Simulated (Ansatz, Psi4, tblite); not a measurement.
A ladder of methods for SiO2 (silicon dioxide molecule)

SiO2 has 3 atoms, charge 0, and is taken as a singlet. As SMILES, `O=[Si]=O`. Geometry: relaxed at PBE0-D4/def2-TZVP.

```
atom    x (Å)    y (Å)    z (Å)
   O   0.6977   1.2296   0.5188
  Si   0.0000   0.0000   0.0000
   O  -0.6977  -1.2296  -0.5188
```

Each level gives the HOMO–LUMO gap (eV). The values are calculated.

```
                                               level                    kind  program  value (eV)
                                            GFN2-xTB          semi-empirical   tblite        7.69
                                          HF/cc-pVTZ            Hartree–Fock     Psi4       14.00
                                       SVWN5/cc-pVTZ                     LDA     Psi4        4.01
                                      revPBE/cc-pVTZ                     GGA     Psi4        4.08
                                        TPSS/cc-pVTZ                meta-GGA     Psi4        4.26
                                       TPSSh/cc-pVTZ         hybrid meta-GGA     Psi4        5.24
                                     wB97M-V/cc-pVTZ  range-separated hybrid   Ansatz       10.96
DSD-PBEP86/cc-pVTZ (density fitting for correlation)           double hybrid     Psi4       11.21
```

The values span 4.01 to 14.00 eV. Orbital gaps aren't excitation energies, and those of double hybrids come from the SCF part alone; they tend to grow with the share of exact exchange.
